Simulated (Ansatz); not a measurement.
Compare A (`CCC(O)S`) with its isomer B (`CCS(C)=O`).

Calculated with Ansatz (gas phase, PBE0-D4/def2-TZVP geometries, no zero-point term in ΔE). CCSD(T)/CBS is the MP2 limit (def2-TZVPP, def2-QZVPP) plus CCSD(T) − MP2 in def2-TZVPP, frozen cores. Functionals use def2-TZVPP. B3LYP here is the variant with VWN-RPA as its local correlation; programs differ in this. Each species was taken in one conformer, which may not be the lowest.

(1) Which isomer does CCSD(T)/CBS put lower? Give the gap. (Best estimate.)

(2) Give E(B) − E(A) in kcal/mol with MP2/def2-TZVPP, B3LYP-D4, ωB97M-V, HF/def2-TZVPP, r2SCAN-D4, PBE-D4, B2PLYP. (An estimate is asked.)

Largest T1 diagnostic: 0.014.

Answers

(1) Computed: A, by 15.5 kcal/mol.

(2) The calculation gave: MP2/def2-TZVPP 16.2, B3LYP-D4 13.9, ωB97M-V 16.4, HF/def2-TZVPP 20.8, r2SCAN-D4 11.8, PBE-D4 11.4, B2PLYP 14.7. None reverses the order clearly.

In def2-TZVPP, CCSD(T) changes the Hartree–Fock value by −2.4 kcal/mol (the triples alone add −1.3 kcal/mol) and MP2 by −4.6 kcal/mol. From PBE to PBE0 (25 % exact exchange), in def2-TZVPP and without D4, E(B) − E(A) moves by +2.9 kcal/mol.
